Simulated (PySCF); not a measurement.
Geometry (Å), atoms numbered from 1 in this order:
```xyz
10

F    -2.1372    1.1942    0.0758
C    -1.4860   -0.0053    0.0196
C    -0.0260    0.1669    0.0002
C     1.0910    0.8117   -0.0117
F     1.7180    1.9558   -0.0052
C     1.2862   -0.6422   -0.0286
H    -1.7761   -0.6181    0.8931
H    -1.8079   -0.5507   -0.8871
H     1.6081   -1.1762    0.8822
H     1.5795   -1.1575   -0.9596
```

- B3LYP/pcJ-1 coupling constants (spin–dipole term only in couplings to heteroatoms)
- shielding tensors at KT3/pcSseg-2 (GIAO)
- geometry from PBE0-D3(BJ)/def2-SVP
- run in PySCF 2.14
- one averaged value for each set of equivalent atoms, gas phase, relativity neglected, a single conformation

Question: Predict the 2D correlation tables (HSQC, COSY, HMBC).

Answer: 

HSQC (one-bond C–H):
```csv
δH,δC,"1J(C,H) (Hz)"
5.27 (H7/H8),82.8 (C2),158
2.27 (H9/H10),26.6 (C6),174
```

COSY cross peaks (|J| ≥ 2 Hz):
```csv
δH,δH,abs. J (Hz),bonds
5.27 (H7/H8),2.27 (H9/H10),3.1,4
```

HMBC (two and three bonds, |J| ≥ 2.5 Hz):
```csv
δH,δC [abs. J in Hz]
5.27 (H7/H8),"140.7 (C4) [8.2], 74.5 (C3) [6.7]"
2.27 (H9/H10),140.7 (C4) [6.2]
```

Scale: 1H (31.35 ppm) and 13C (181.31 ppm) against TMS (reference shieldings calculated alike).

Common functionals overestimate the size of one-bond C–F couplings by tens of Hz; these are unscaled. Shifts are as computed, not scaled to solution data. Of 1211 compounds with measured shifts, 218 miss one by over three times the rms of a fit or turn the order of signals round; such compounds aren't used in these exercises.
